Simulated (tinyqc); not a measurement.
Worked calculation (part 2 of 2): CIS on RHF in the sto-6g basis, frozen core, for H2F+, spin multiplicity 1. Computed by tinyqc, a small Python program that keeps every step (integrals from PySCF). Command: `OMP_NUM_THREADS=1 python tinyqc.py 21644 21645 out.jsonl` (the two numbers bound the seeds that draw the settings). One thread of a shared host (Intel(R) Xeon(R) Processor @ 2.60GHz), about 0.2 s of CPU time with the checks.

Geometry (angstrom):
```
atom         x          y         z
F     0.000000   0.000000  0.000000
H     0.000000   0.981000  0.595000
H     0.000000  -1.026000  0.622000
```

## CIS singlet states

CIS matrix A, singlet (hartree):
```
          2>6        2>7        3>6        3>7        4>6        4>7       5>6       5>7
2>6  1.425183   0.005030   0.002825   0.042637   0.052081   0.008841  0.000000  0.000000
2>7  0.005030   1.503853  -0.040343   0.001839   0.015866  -0.025049  0.000000  0.000000
3>6  0.002825  -0.040343   0.559129  -0.011862  -0.024626   0.037667  0.000000  0.000000
3>7  0.042637   0.001839  -0.011862   0.829130   0.137461   0.010408  0.000000  0.000000
4>6  0.052081   0.015866  -0.024626   0.137461   0.516497   0.001063  0.000000  0.000000
4>7  0.008841  -0.025049   0.037667   0.010408   0.001063   0.530596  0.000000  0.000000
5>6  0.000000   0.000000   0.000000   0.000000   0.000000   0.000000  0.377494  0.003689
5>7  0.000000   0.000000   0.000000   0.000000   0.000000   0.000000  0.003689  0.457046
```

dipole integrals <i|r|a> (bohr):
```
             x          y          z
2>6   0.000000   0.001053   0.009763
2>7   0.000000   0.053421   0.007693
3>6   0.000000   0.954436  -0.060359
3>7   0.000000   0.169551   0.553141
4>6   0.000000  -0.165207   0.406129
4>7   0.000000   0.635144   0.016766
5>6  -0.024102   0.000000   0.000000
5>7  -0.003272   0.000000   0.000000
```

Diagonalise A (1 hartree = 27.211386 eV); each vector has its largest component positive (the first on a tie). The transition dipole is mu = sqrt2 sum c_ia <i|r|a>.

singlet excitation energies (eV): 10.267489  12.441508  12.500875  13.745639  15.905925  23.839745  38.970556  41.009690

lowest vectors:
```
       state 1   state 2    state 3    state 4    state 5    state 6
2>6   0.000000  0.000000  -0.034831  -0.009928  -0.005915  -0.104841
2>7   0.000000  0.000000  -0.006734  -0.002963   0.052872  -0.013491
3>6   0.000000  0.000000   0.214805  -0.531371   0.816185  -0.058291
3>7   0.000000  0.000000  -0.327492  -0.110248   0.081117   0.930895
4>6   0.000000  0.000000   0.916157   0.154607  -0.115017   0.344123
4>7   0.000000  0.000000  -0.077496   0.825518   0.557856   0.021041
5>6   0.998931  0.046222   0.000000   0.000000   0.000000   0.000000
5>7  -0.046222  0.998931   0.000000   0.000000   0.000000   0.000000
```

oscillator strengths 2/3 w |mu|^2: 0.000288  0.000012  0.020656  0.002026  1.066196  0.508776

## CIS matrix, triplets

orbital energies (hartree): MO1 -26.867823, MO2 -1.953959, MO3 -1.060964, MO4 -0.982820, MO5 -0.973467, MO6 -0.129610, MO7 0.019014

Two-electron integrals over orbitals (pq|rs), unique and non-zero (hartree); the lowest 1 orbital is frozen and left out:
```
(22|22) 0.866504    (32|22) -0.000368   (32|32) 0.149753    (33|22) 0.740728
(33|32) -0.002412   (33|33) 0.703174    (42|22) -0.012250   (42|32) 0.001429
(42|33) -0.007989   (42|42) 0.164370    (43|22) 0.005673    (43|32) 0.008640
(43|33) 0.006201    (43|42) -0.005880   (43|43) 0.048085    (44|22) 0.817828
(44|32) -0.007815   (44|33) 0.690875    (44|42) -0.077118   (44|43) 0.005720
(44|44) 0.860603    (52|52) 0.185934    (53|52) -0.003723   (53|53) 0.037005
(54|52) -0.027549   (54|53) 0.001161    (54|54) 0.050706    (55|22) 0.889516
(55|32) -0.005963   (55|33) 0.729011    (55|42) -0.048371   (55|43) 0.006724
(55|44) 0.823466    (55|55) 0.998085    (62|22) -0.126869   (62|32) 0.008743
(62|33) -0.077657   (62|42) -0.049343   (62|43) -0.001869   (62|44) -0.088920
(62|55) -0.130265   (62|62) 0.063819    (63|22) 0.025896    (63|32) 0.023106
(63|33) 0.023210    (63|42) -0.006093   (63|43) 0.019995    (63|44) 0.018194
(63|55) 0.026663    (63|62) -0.008157   (63|63) 0.072736    (64|22) -0.162781
(64|32) -0.005436   (64|33) -0.093790   (64|42) 0.009669    (64|43) -0.005140
(64|44) -0.164035   (64|55) -0.165910   (64|62) 0.055686    (64|63) -0.020371
(64|64) 0.086841    (65|52) -0.044738   (65|53) 0.003349    (65|54) -0.011917
(65|65) 0.021079    (66|22) 0.526803    (66|32) -0.019139   (66|33) 0.517696
(66|42) 0.059290    (66|43) -0.016116   (66|44) 0.510396    (66|55) 0.508522
(66|62) -0.040085   (66|63) -0.025285   (66|64) -0.015021   (66|66) 0.532691
(72|22) -0.023655   (72|32) -0.073961   (72|33) -0.009922   (72|42) -0.001340
(72|43) 0.016849    (72|44) -0.018958   (72|55) -0.023556   (72|62) 0.002824
(72|63) 0.019969    (72|64) 0.009605    (72|66) -0.007236   (72|72) 0.059146
(73|22) -0.228728   (73|32) 0.012525    (73|33) -0.167842   (73|42) 0.049336
(73|43) 0.000216    (73|44) -0.204194   (73|55) -0.242193   (73|62) 0.061459
(73|63) -0.004775   (73|64) 0.094384    (73|66) -0.015504   (73|72) 0.013517
(73|73) 0.167259    (74|22) -0.006076   (74|32) 0.045913    (74|33) -0.002175
(74|42) -0.005404   (74|43) -0.005204   (74|44) -0.007976   (74|55) -0.006518
(74|62) 0.006093    (74|63) 0.044487    (74|64) -0.003475   (74|66) -0.019532
(74|72) -0.009516   (74|73) 0.012158    (74|74) 0.045550    (75|52) -0.007978
(75|53) -0.025440   (75|54) 0.000150    (75|65) 0.000821    (75|75) 0.019928
(76|22) 0.000617    (76|32) 0.080281    (76|33) 0.002312    (76|42) 0.003344
(76|43) 0.051307    (76|44) -0.008013   (76|55) -0.002046   (76|62) -0.001078
(76|63) 0.087394    (76|64) -0.015089   (76|66) -0.044928   (76|72) 0.001173
(76|73) 0.021250    (76|74) 0.057542    (76|76) 0.156804    (77|22) 0.587412
(77|32) 0.025196    (77|33) 0.585366    (77|42) 0.006017    (77|43) 0.013909
(77|44) 0.562339    (77|55) 0.575290    (77|62) -0.037977   (77|63) 0.033404
(77|64) -0.036043   (77|66) 0.501559    (77|72) -0.007442   (77|73) -0.061545
(77|74) 0.017186    (77|76) 0.042554    (77|77) 0.563233
```

A(ia,jb) = (e_a - e_i) d_ij d_ab - (ij|ab).

CIS matrix A, triplet (hartree):
```
           2>6        2>7        3>6        3>7        4>6        4>7       5>6       5>7
2>6   1.297545  -0.000617   0.019139  -0.080281  -0.059290  -0.003344  0.000000  0.000000
2>7  -0.000617   1.385561  -0.080281  -0.025196  -0.003344  -0.006017  0.000000  0.000000
3>6   0.019139  -0.080281   0.413658  -0.002312   0.016116  -0.051307  0.000000  0.000000
3>7  -0.080281  -0.025196  -0.002312   0.494612  -0.051307  -0.013909  0.000000  0.000000
4>6  -0.059290  -0.003344   0.016116  -0.051307   0.342814   0.008013  0.000000  0.000000
4>7  -0.003344  -0.006017  -0.051307  -0.013909   0.008013   0.439496  0.000000  0.000000
5>6   0.000000   0.000000   0.000000   0.000000   0.000000   0.000000  0.335335  0.002046
5>7   0.000000   0.000000   0.000000   0.000000   0.000000   0.000000  0.002046  0.417191
```

## CIS triplet states

Diagonalise A (1 hartree = 27.211386 eV); each vector has its largest component positive (the first on a tie).

triplet excitation energies (eV): 8.605404  9.123540  10.091490  11.353740  12.936880  13.861652  35.617210  37.901435

lowest vectors:
```
       state 1    state 2   state 3   state 4    state 5    state 6
2>6   0.083055   0.000000  0.016485  0.000000   0.029170   0.066653
2>7  -0.008456   0.000000  0.068721  0.000000  -0.042752   0.028341
3>6  -0.232553   0.000000  0.755800  0.000000  -0.603666   0.056392
3>7   0.287492   0.000000  0.191273  0.000000   0.214048   0.908447
4>6   0.917265   0.000000  0.208869  0.000000  -0.122439  -0.311288
4>7  -0.122158   0.000000  0.586140  0.000000   0.756373  -0.263436
5>6   0.000000   0.999688  0.000000  0.024971   0.000000   0.000000
5>7   0.000000  -0.024971  0.000000  0.999688   0.000000   0.000000
```
